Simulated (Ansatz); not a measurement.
# Cadmium, hcp under PBE: convergence with the Fermi-Dirac smearing

How small must the Fermi-Dirac smearing width be for energy and pressure to settle? The geometry was relaxed under PBE beforehand and stays fixed; 6 values are run, from 0.01 to 1.0 eV. Wanted are the values from which on the energy stays within 10 and 1 meV/atom, and the pressure within 0.5 GPa, of the narrowest run. Within the series other settings stay, but some runs also write fields, which adds to their time. Spin polarisation is left out.

Method: DFT PBE, plane waves with PAW, scalar-relativistic, in Ansatz 0.2.0.

### Step 1. The starting structure

Symmetry: P6_3/mmc, No. 194, hexagonal system. The conventional cell has a = 3.001 Å, b = 3.001 Å, c = 5.926 Å, α = 90.00°, β = 90.00°, γ = 120.00°. Around Cd (site symmetry -6m2) lie 12 Cd at 3.00 to 3.43 Å.

As a file:

```cif
data_structure
_symmetry_space_group_name_H-M 'P6_3/mmc'
_symmetry_Int_Tables_number 194
_cell_length_a 3.0007
_cell_length_b 3.0007
_cell_length_c 5.9262
_cell_angle_alpha 90.000
_cell_angle_beta 90.000
_cell_angle_gamma 120.000
_cell_volume 46.21
loop_
_atom_site_label
_atom_site_type_symbol
_atom_site_symmetry_multiplicity
_atom_site_Wyckoff_symbol
_atom_site_fract_x
_atom_site_fract_y
_atom_site_fract_z
_atom_site_occupancy
Cd1 Cd 2 c 0.33333 0.66667 0.25000 1
```

### Step 2. Width 0.01 eV

The run at 0.01 eV.

input.yaml reads:

```yaml
crystal:
  lattice:
    - [3.000710373, 0.0, 0.0]
    - [-1.5003551865, 2.5986914124, 0.0]
    - [0.0, 0.0, 5.9261569577]
  atoms:
    - { symbol: Cd, position: [0.3333333333, 0.6666666667, 0.25] }
    - { symbol: Cd, position: [0.6666666667, 0.3333333333, 0.75] }
hamiltonian:
  xc: pbe
  pseudopotentials:
    kind: paw
    azcp:
      Cd: "pseudopotentials/Cd.paw.azcp"
basis:
  ecutwfc: 420
  fft_grid_basis: typed
kpoints:
  mp_grid: { grid: [12, 12, 6], shift: [0, 0, 0] }
magnetization:
  spin_polarized: false
scf:
  occupations: { method: fermi_dirac, width: 0.01 }
  lower_state_search: "off"
output:
  stress: true
```

Run with:

```sh
> ansatz run input.yaml --threads 1 --pin off --max-ram 3584MiB --backend cpu --events-out ev --progress --plain --runs-dir out
```

### Step 3. Width 0.03 eV

The run at 0.03 eV.

Edit input.yaml of step 2 so:

```diff
@@ -22,3 +22,3 @@
 scf:
-  occupations: { method: fermi_dirac, width: 0.01 }
+  occupations: { method: fermi_dirac, width: 0.03 }
   lower_state_search: "off"
```

### Step 4. Width 0.2 eV

The run at 0.2 eV.

Edit input.yaml of step 3 so:

```diff
@@ -22,3 +22,3 @@
 scf:
-  occupations: { method: fermi_dirac, width: 0.03 }
+  occupations: { method: fermi_dirac, width: 0.2 }
   lower_state_search: "off"
```

### Step 5. Width 0.3 eV

The run at 0.3 eV.

Edit input.yaml of step 4 so:

```diff
@@ -22,3 +22,3 @@
 scf:
-  occupations: { method: fermi_dirac, width: 0.2 }
+  occupations: { method: fermi_dirac, width: 0.3 }
   lower_state_search: "off"
@@ -26 +26,5 @@
   stress: true
+  write_density: true
+  write_potential: true
+  elf: true
+  volumetric_format: npy
```

### Step 6. Width 0.6 eV

The run at 0.6 eV.

Edit input.yaml of step 5 so:

```diff
@@ -22,3 +22,3 @@
 scf:
-  occupations: { method: fermi_dirac, width: 0.3 }
+  occupations: { method: fermi_dirac, width: 0.6 }
   lower_state_search: "off"
@@ -26,5 +26 @@
   stress: true
-  write_density: true
-  write_potential: true
-  elf: true
-  volumetric_format: npy
```

### Step 7. Width 1.0 eV

The run at 1.0 eV.

Edit input.yaml of step 6 so:

```diff
@@ -22,3 +22,3 @@
 scf:
-  occupations: { method: fermi_dirac, width: 0.6 }
+  occupations: { method: fermi_dirac, width: 1.0 }
   lower_state_search: "off"
@@ -26 +26,5 @@
   stress: true
+  write_density: true
+  write_potential: true
+  elf: true
+  volumetric_format: npy
```

(Steps that only read results are left out.)

Q: Predict the outcome of this session.

**Answer**, as computed:

| quantity | value |
| --- | --- |
| E(σ → 0) stays within 10 meV/atom of 0.01 eV | up to 0.3 eV |
| E(σ → 0) stays within 1 meV/atom | up to 0.03 eV |
| pressure stays within 0.5 GPa | up to 0.2 eV |
| pressure at 0.01 eV | -0.07 GPa |
| energy of a separate run on a finer mesh (20×20×9) | +5.6 meV/atom from 0.01 eV |

What this shows: At 1.0 eV the energy differs by +30.1 meV/atom and the pressure by +4.1 GPa. Over the range F shifts by -563.3 meV/atom, while E(σ → 0) shifts by +30.1. In theory F falls as the square of the width under this scheme, but here the ratio is not steady: the mesh at narrow widths, or a density of states that varies over the wide ones, can both cause that. The mesh (12×12×6) is fixed, so the narrowest widths carry a k-point error of their own. The yardstick itself is unsettled by 5.6 meV/atom against the finer mesh, so the thresholds above hold only within this series, and wider smearing, which averages over more states, can land nearer the fine-mesh value than the narrowest does. The cell taken over is 7 % larger than the measured one (21.59 Å³/atom, COD).
